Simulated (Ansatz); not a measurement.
`C=CC(O)(F)F` + CH₃NH₂ → `C=CNC` + `OC(F)F`  (substitution at a C–C bond)

Isolated molecules relaxed with PBE0-D4/def2-TZVP in Ansatz; ΔE leaves out vibrations. CCSD(T)/CBS is the MP2 limit (def2-TZVPP, def2-QZVPP) plus CCSD(T) − MP2 in def2-TZVPP, frozen cores. DFT in def2-TZVPP. One conformer a species, not always the lowest.

```tsv
level	ΔE (eV)
PBE-D4	-0.03
HF/def2-TZVPP	0.08
MP2/def2-TZVPP	0.08
CCSD/def2-TZVPP	0.13
CCSD(T)/def2-TZVPP	0.12
MP2/def2-QZVPP	0.09
HF/CBS(def2)	0.08
CCSD/CBS(def2)	0.15
```

**Question.** What does CCSD(T)/CBS give? (Best estimate.)

**Answer.** The calculation gave: +0.14 eV. The listed levels differ from it by -0.17, -0.06, -0.06, -0.01, -0.02, -0.05, -0.06, 0.01 eV.

Largest T1 diagnostic among the species: 0.012.

From PBE to PBE0 (25 % exact exchange), in def2-TZVPP and without D4, ΔE moves by +0.04 eV.
